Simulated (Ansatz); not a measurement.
doublet Si2H6(+): levels of theory in one basis

```yaml
atoms:
  - { symbol: Si, position_ang: [0.0000, 0.0000, -1.3431] }
  - { symbol: Si, position_ang: [0.0000, 0.0000, 1.3431] }
  - { symbol: H, position_ang: [1.4560, -0.0026, -1.5508] }
  - { symbol: H, position_ang: [-0.7303, -1.2596, -1.5508] }
  - { symbol: H, position_ang: [-0.7257, 1.2623, -1.5508] }
  - { symbol: H, position_ang: [-1.4560, -0.0094, 1.5508] }
  - { symbol: H, position_ang: [0.7361, -1.2562, 1.5508] }
  - { symbol: H, position_ang: [0.7199, 1.2656, 1.5508] }
```

Basis set: cc-pVTZ on H; cc-pV(T+d)Z on Si (spherical functions). Left uncorrelated: 10 orbitals. Correlation on ROHF uses semicanonical orbitals with singles. Charge 1, multiplicity 2.

Computed with Ansatz (development build ahead of 0.2.0); each method stands on the lowest determinant of its kind that the runs found.

| method | E − E(ROHF) (eV) | <S²> of the determinant |
| --- | --- | --- |
| ROHF | 0.00 | 0.75 |
| UHF | -0.05 | 0.76 |
| ROHF-MP2 | -6.28 | – |
| UHF-MP2 | -6.28 | 0.76 |

(1) Is a single determinant a sound starting point here?

Answers

(1) By this sign, yes. Unrestricted orbitals gain 0.05 eV and <S²> is 0.76 against 0.75 for a pure state.
